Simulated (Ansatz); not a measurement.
## Structure relaxation of Zn2Br3

These are results of Ansatz 0.2.0, DFT PBE, scalar-relativistic, plane waves, PAW, not measurements. Cutoff 420 eV, Γ-centred k mesh, Gaussian smearing, no spin polarisation in the final step.

The start puts Zn2Br3 on the sites of a reported Zr3Ga2 cell (P4/mbm, No. 127), with Zn in place of Ga, Br in place of Zr, at a guessed volume.

```yaml
crystal:
  lattice:
    - [8.19163, 0.00000, 0.00000]
    - [0.00000, 8.19163, 0.00000]
    - [0.00000, 0.00000, 4.11532]
  atoms:
    - { symbol: Zn, position: [0.38000, 0.88000, 0.00000] }
    - { symbol: Zn, position: [0.12000, 0.38000, 0.00000] }
    - { symbol: Zn, position: [0.62000, 0.12000, 0.00000] }
    - { symbol: Zn, position: [0.88000, 0.62000, 0.00000] }
    - { symbol: Br, position: [0.00000, 0.00000, 0.00000] }
    - { symbol: Br, position: [0.50000, 0.50000, 0.00000] }
    - { symbol: Br, position: [0.18000, 0.68000, 0.50000] }
    - { symbol: Br, position: [0.32000, 0.18000, 0.50000] }
    - { symbol: Br, position: [0.82000, 0.32000, 0.50000] }
    - { symbol: Br, position: [0.68000, 0.82000, 0.50000] }
```

Cell and atoms relax at zero pressure; the relaxation can't lower the symmetry of the start. After a coarse first stage the cell is made exact in the group found at 0.06 Å.

Formation energies are uncorrected and refer to the elements' standard structures at the same level.

**Question.** Describe the relaxed structure.

**Answer.** It keeps P4/mbm (No. 127), but not the shape of the type it started on. Conventional cell: a = 7.971 Å, c = 4.862 Å. Zn is coordinated by 2 Br at 2.48 Å and 2 Br at 2.85 Å; Br on Wyckoff site a (2 atoms of the primitive cell) is coordinated by 4 Zn at 2.85 Å; around Br on Wyckoff site h (4 atoms of the primitive cell) lie 2 Zn at 2.48 Å.

Space group P4/mbm (No. 127). a = 7.971 Å, b = 7.971 Å, c = 4.862 Å, α = 90.00°, β = 90.00°, γ = 90.00°
```json
{"atom": "Zn", "site": "4g", "symmetry": "m.2m", "x": "0.2097", "y": "0.7097", "z": "0.0000"}
{"atom": "Br", "site": "2a", "symmetry": "4/m..", "x": "0.0000", "y": "0.0000", "z": "0.0000"}
{"atom": "Br", "site": "4h", "symmetry": "m.2m", "x": "0.1684", "y": "0.6684", "z": "0.5000"}
```

**Question.** What are its volume, energy, density and gap?

**Answer.** The volume per atom is 30.89 Å³, the density is 3.98 g/cm³ and the energy over the elements is -0.38 eV/atom. The gap on the 6×6×8 mesh is 0 eV (a metal).

The final run used a 6×6×8 mesh on its 10-atom cell and 0.10 eV smearing. For metals, differences of a few meV/atom aren't resolved. Symmetry constrained the relaxation, so the result can be a saddle point.

Cost: 3 runs of about 6.5 core-minutes in all, on Intel Xeon 6975P-C (Granite Rapids) (shared hosts).